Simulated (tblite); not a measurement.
C₄H₉PS.
SMILES with atom numbers: `[CH3:1][C@H:2]1[CH2:3][P@@H:4](=[S:5])[CH2:6]1` (hydrogens: H7, H8, H9 on C1; H10 on C2; H11, H12 on C3; H13 on P4; H14, H15 on C6)

Computed with GFN2-xTB (tblite), gas phase: L-BFGS steps from a force-field or distance-geometry start until the largest atomic force falls under 0.01 eV/Å.

At the end of the run (lengths in Å): P4=S5 1.928, P4–H13 1.400, C3–P4 1.854, C1–C2 1.518, C3–H11 1.088, P4–C6 1.854, C6–H15 1.088, C3–C2–C6 97.3°, C3–P4–S5 124.8°, C3–P4–C6 77.4°, C2–C3–P4 90.0°, C1–C2–C3–P4 141°, C2–C3–P4–S5 -140°, C3–P4–C6–C2 16°, H7–C1–C2–C3 64°, H10–C2–C1–H7 -60°.

Question: These geometries were met on the way; a selection of coordinates is given. Order them by energy above the end point, lowest first.
A. P4=S5 1.918, P4–H13 1.402, C3–P4 1.857, C1–C2 1.522, C3–H11 1.085, P4–C6 1.849, C6–H15 1.083, C3–C2–C6 93.5°, C3–P4–S5 128.3°, C3–P4–C6 74.7°, C2–C3–P4 87.1°, C1–C2–C3–P4 159°, C2–C3–P4–S5 -155°, C3–P4–C6–C2 28°, H7–C1–C2–C3 17°, H10–C2–C1–H7 -107°
B. P4=S5 1.860, P4–H13 1.463, C3–P4 1.866, C1–C2 1.509, C3–H11 1.088, P4–C6 1.863, C6–H15 1.083, C3–C2–C6 91.3°, C3–P4–S5 121.5°, C3–P4–C6 71.5°, C2–C3–P4 86.0°, C1–C2–C3–P4 165°, C2–C3–P4–S5 -148°, C3–P4–C6–C2 34°, H7–C1–C2–C3 16°, H10–C2–C1–H7 -110°
C. P4=S5 1.978, P4–H13 1.378, C3–P4 1.807, C1–C2 1.501, C3–H11 1.047, P4–C6 1.815, C6–H15 1.050, C3–C2–C6 90.2°, C3–P4–S5 116.3°, C3–P4–C6 73.8°, C2–C3–P4 82.5°, C1–C2–C3–P4 166°, C2–C3–P4–S5 -147°, C3–P4–C6–C2 38°, H7–C1–C2–C3 18°, H10–C2–C1–H7 -109°
D. P4=S5 1.703, P4–H13 1.389, C3–P4 1.792, C1–C2 1.476, C3–H11 1.101, P4–C6 1.832, C6–H15 1.097, C3–C2–C6 85.4°, C3–P4–S5 117.4°, C3–P4–C6 69.3°, C2–C3–P4 86.1°, C1–C2–C3–P4 164°, C2–C3–P4–S5 -148°, C3–P4–C6–C2 40°, H7–C1–C2–C3 25°, H10–C2–C1–H7 -107°
E. P4=S5 1.932, P4–H13 1.456, C3–P4 1.867, C1–C2 1.513, C3–H11 1.082, P4–C6 1.862, C6–H15 1.082, C3–C2–C6 93.0°, C3–P4–S5 123.7°, C3–P4–C6 73.5°, C2–C3–P4 86.2°, C1–C2–C3–P4 164°, C2–C3–P4–S5 -148°, C3–P4–C6–C2 31°, H7–C1–C2–C3 13°, H10–C2–C1–H7 -110°

Answer: A (0.262 eV), E (0.449 eV), B (0.736 eV), C (1.181 eV), D (2.859 eV).

```json
{"step": "12", "E above end (eV)": "0.262", "rms distance from the end, all atoms (Å)": "0.502", "largest force (eV/Å)": "0.385", "rms shift of all bonds from the end (Å)": "0.006"}
{"step": "5", "E above end (eV)": "0.449", "rms distance from the end, all atoms (Å)": "0.549", "largest force (eV/Å)": "0.839", "rms shift of all bonds from the end (Å)": "0.016"}
{"step": "3", "E above end (eV)": "0.736", "rms distance from the end, all atoms (Å)": "0.560", "largest force (eV/Å)": "2.893", "rms shift of all bonds from the end (Å)": "0.027"}
{"step": "2", "E above end (eV)": "1.181", "rms distance from the end, all atoms (Å)": "0.568", "largest force (eV/Å)": "4.973", "rms shift of all bonds from the end (Å)": "0.029"}
{"step": "0", "E above end (eV)": "2.859", "rms distance from the end, all atoms (Å)": "0.579", "largest force (eV/Å)": "16.290", "rms shift of all bonds from the end (Å)": "0.064"}
```

Rows stand in the order of the answer.
